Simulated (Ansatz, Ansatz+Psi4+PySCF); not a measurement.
```yaml
atoms:
  - { symbol: C, position_ang: [-0.0479, 1.1495, 0.0000] }
  - { symbol: S, position_ang: [-0.0479, -0.6649, 0.0000] }
  - { symbol: H, position_ang: [1.2831, -0.8233, 0.0000] }
  - { symbol: H, position_ang: [-1.0926, 1.4614, 0.0000] }
  - { symbol: H, position_ang: [0.4323, 1.5512, 0.8923] }
  - { symbol: H, position_ang: [0.4323, 1.5512, -0.8923] }
```

Basis set: cc-pVTZ on H, C; cc-pV(T+d)Z on S (spherical functions). Left uncorrelated: 6 orbitals. Charge 0, multiplicity 1.

Computed with Ansatz (development build ahead of 0.2.0); free ground-state atoms in the same class of orbitals, no zero-point energy, no relativity.

The atomization energy of singlet CH4S from measured heats of formation, zero-point and thermal terms removed is 20.537 eV (G2/97 set, Curtiss et al., J. Chem. Phys. 106, 1063 (1997), as shipped with ASE); it holds spin-orbit and other relativistic effects.

Task: How far do RHF-CCSD(T), RHF-MP2, RHF miss it in this basis?

Result:

```json
{"method": "RHF-CCSD(T)", "atomization energy (eV)": "20.066", "computed − measured (eV)": "-0.471"}
{"method": "RHF-MP2", "atomization energy (eV)": "20.053", "computed − measured (eV)": "-0.484"}
{"method": "RHF", "atomization energy (eV)": "15.482", "computed − measured (eV)": "-5.055"}
```
